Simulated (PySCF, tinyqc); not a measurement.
Ways to converge the cycle: SCF convergence aids in the sto-6g basis, for CH2, spin multiplicity 1. Computed by the program tinyqc with PySCF. RHF with one setting changed at a time; a run stops when the energy changes by less than 1e-09 hartree and the error matrix is below 1e-5. The start is the Wolfsberg-Helmholz matrix. Damping d keeps d of the old density; a shift (hartree) raises the virtual levels; DIIS n extrapolates F over n matrices.

Geometry (angstrom):
```
atom,x,y,z
C,0.0000,0.0000,0.0000
H,0.0000,0.9330,0.4680
H,0.0000,-0.9370,0.4700
```

lowest restricted solution found by these runs and by PySCF = -38.724763 hartree

Largest element of the error matrix X^T (FDS - SDF) X:
```
iteration,plain,damping 0.3,damping 0.6,shift 0.4,DIIS 3,DIIS 8
1,2.6e-01,2.6e-01,2.6e-01,2.6e-01,2.6e-01,2.6e-01
2,5.4e-02,1.0e-01,1.7e-01,8.4e-02,5.4e-02,5.4e-02
3,2.3e-02,4.4e-02,1.1e-01,4.6e-02,1.8e-02,1.8e-02
4,9.4e-03,2.6e-02,7.1e-02,2.7e-02,1.9e-03,1.9e-03
5,3.9e-03,1.6e-02,4.7e-02,1.6e-02,3.1e-04,3.4e-05
6,1.6e-03,9.3e-03,3.3e-02,9.2e-03,4.8e-06,2.8e-06
8,2.8e-04,3.2e-03,2.0e-02,3.2e-03,-,-
10,5.0e-05,1.1e-03,1.2e-02,1.1e-03,-,-
14,-,1.4e-04,4.0e-03,1.3e-04,-,-
20,-,6.0e-06,8.1e-04,-,-,-
30,-,-,5.7e-05,-,-,-
```

How each run ends:
```
run,iterations,E (hartree),state
plain,12,-38.724763,lowest found
damping 0.3,20,-38.724763,lowest found
damping 0.6,39,-38.724763,lowest found
shift 0.4,19,-38.724763,lowest found
DIIS 3,7,-38.724763,lowest found
DIIS 8,7,-38.724763,lowest found
```

What does the comparison show, and why?

6 of 6 runs reach the lowest restricted solution found, in 7 to 39 iterations (fastest: DIIS 3, DIIS 8). Plain steps already contract here, so damping only slows them. DIIS 3 and DIIS 8 gain by cancelling the error over several earlier matrices, much as a quasi-Newton step does. The restricted reference is unstable here: a spin-polarised solution lies 0.0477 hartree lower (PySCF), so results built on it describe a poor reference.
